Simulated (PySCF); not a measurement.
Gas-phase reaction: 2 BF2OH + 2 BF ⇌ B2O2 + 2 BF3 + 2 H

Energies from PySCF (xtb for GFN2), thermal terms from the rigid-rotor harmonic-oscillator model, ideal gas at 1 bar. † marks an energy on the PBE0/def2-TZVP geometry and frequencies; other levels use their own. CCSD(T) freezes the core. Open shells (unrestricted): H (multiplicity 2); the rest are closed-shell singlets. GFN2 has no spin-polarisation term. B3LYP is the form with VWN-RPA correlation. BF2OH: computed as isolated molecules; such fragments, hydroxides, amides, oligomers or adducts are transient or little studied in the gas. CCSD(T) isn't extrapolated to the basis-set limit; its ΔH°(298 K) is 52.4 kJ in def2-SVP and 119.8 kJ in def2-TZVPP. The harmonic model lacks anharmonicity and excited electronic states, which grow with temperature; levels with a mode under 35 cm⁻¹ are left out. Internal rotation in BF2OH is treated as a harmonic vibration of one conformer, which makes the entropy rough. Warning, large T1 diagnostic: B2O2 (CCSD(T)/def2-SVP†, CCSD(T)/def2-TZVPP†).

| level | ΔE electronic, kJ | ΔH°(298 K), kJ | ΔS°(298 K), J/K | ΔG°(2000 K), kJ |
|---|---|---|---|---|
| B3LYP/def2-TZVP† | 125 | 87 | 41 | -39 |
| BLYP/def2-TZVP† | 100 | 62 | 41 | -64 |
| CCSD(T)/def2-SVP† | 90 | 52 | 41 | -74 |
| CCSD(T)/def2-TZVPP† | 158 | 120 | 41 | -7 |
| GFN2-xTB | 3 | -32 | 45 | -168 |
| HF/def2-TZVP† | 109 | 71 | 41 | -55 |
| PBE/def2-TZVP† | 85 | 47 | 41 | -80 |
| PBE0/def2-QZVP† | 120 | 83 | 41 | -44 |
| PBE0/def2-TZVP | 112 | 74 | 41 | -52 |
| ωB97X-V/def2-TZVP† | 139 | 101 | 41 | -25 |
ΔH° is lowest at GFN2-xTB and highest at CCSD(T)/def2-TZVPP†. No reference value is set beside these.
